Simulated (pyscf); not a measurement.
Cl–In [singlet] + H₂S -> S=In–Cl + hydrogen (H₂), a concerted two-bond exchange (singlet surface; H–S, H–S broken, In–S, H–H formed). Structures and frequencies: ωB97X-D3(BJ)/def2-SVP in PySCF. Energies in kcal/mol from the separated reactants.

AM1 to PM7: differences of heats of formation from MOPAC, which are fitted to 298 K values and so differ in kind from electronic energies by zero-point and thermal terms. 

Q: In single points AM1 puts the saddle at 76.7 kcal/mol and the reaction energy at +49.7 kcal/mol. Should these be trusted to within a few kcal/mol? Compare with ωB97M-D3(BJ)/def2-TZVP.

A: ωB97M-D3(BJ)/def2-TZVP gives ΔE‡ = 87.0 kcal/mol and ΔE = +25.8 kcal/mol. AM1 lies 10.3 kcal/mol under it in the barrier and 23.9 kcal/mol over it in the reaction energy, so on this step it does not hold to within 3.0 kcal/mol. ωB97M-D3(BJ)/def2-TZVP has limits of its own. On the reactant side the descent ends in a complex (not fully relaxed), 7.7 kcal/mol under the separated species and 92.3 kcal/mol under the saddle at ωB97X-D3(BJ)/def2-TZVP. At ωB97X-D3(BJ)/def2-TZVP the barrier from the zero used here is 84.6 kcal/mol. The same reactants have a lower exit, to HS–In [singlet] + HCl (highest point, the separated products, at +16.4 kcal/mol at ωB97M-D3(BJ)/def2-TZVP, against +87.0 kcal/mol here). One saddle was located; it need not be the lowest between these sides. A restricted solution here is unstable towards spin polarisation, so biradical character is likely and single-reference numbers are less safe. In the def2 sets elements past Kr carry core potentials, without spin-orbit coupling.
